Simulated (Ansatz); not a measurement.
# CClO radical: geometry and frequencies at several levels

The task, for CClO radical: geometry and frequencies at several levels. Spin multiplicity 2.

Program: Ansatz 0.2.0. Level of theory: the levels named in each step. These are calculated values, not measurements.

## (1) The system as given

Bond lengths: O1–C2 1.176 Å, C2–Cl3 1.690 Å. Angles: O1–C2–Cl3 130.3°.

As a file:

```xyz
3

O    -1.3257   -0.7409    0.6576
C    -0.7730   -0.0592   -0.1256
Cl    0.8601    0.3544   -0.2542
```

## (2) A rough first relaxation, PBE-D4/def2-SVP

The input, input.yaml:

```yaml
crystal:
  periodic: [false, false, false]
  atoms:
    - { symbol: O, position_ang: [-1.32568, -0.74094, 0.6576] }
    - { symbol: C, position_ang: [-0.77304, -0.05917, -0.12559] }
    - { symbol: Cl, position_ang: [0.86015, 0.35442, -0.25422] }
magnetization:
  spin_polarized: true
  initial_magnetization: 1
basis:
  gaussian: { orbitals: def2-SVP }
hamiltonian:
  xc: pbe
  dispersion: d4
relax:
  f_tol: 0.03
  max_steps: 200
```

On the command line:

```
$ ansatz run input.yaml --threads 2 --pin off --max-ram 5120MiB --backend cpu --events-out ev --progress --plain --runs-dir out
```

The runs that follow: Relaxation, HF/STO-3G; Frequencies, HF/STO-3G; Relaxation, HF/6-31G*; Frequencies, HF/6-31G*; Relaxation, LDA/def2-SVP; Frequencies, LDA/def2-SVP; Relaxation, PBE-D4/def2-SVP; Frequencies, PBE-D4/def2-SVP; Relaxation, PBE0-D4/def2-TZVPP; Relaxation, MP2/def2-TZVPP; Frequencies, MP2/def2-TZVPP.

**Question.** What will these runs give? Wanted: O1–C2 at MP2/def2-TZVPP; C2–Cl3 at MP2/def2-TZVPP; frequencies at MP2/def2-TZVPP.

The runs gave:

| quantity | value |
| --- | --- |
| O1–C2 at MP2/def2-TZVPP | 1.166 Å |
| C2–Cl3 at MP2/def2-TZVPP | 1.774 Å |
| frequencies at MP2/def2-TZVPP | 399 to 1935 cm⁻¹ |

In words: The O–C distance spreads over 0.063 Å, from HF/6-31G* (shortest) to HF/STO-3G. No mode is imaginary, so the geometry is a minimum. <S²> exceeds the pure value by up to 0.21: some mean fields break spin symmetry, which blurs their results.
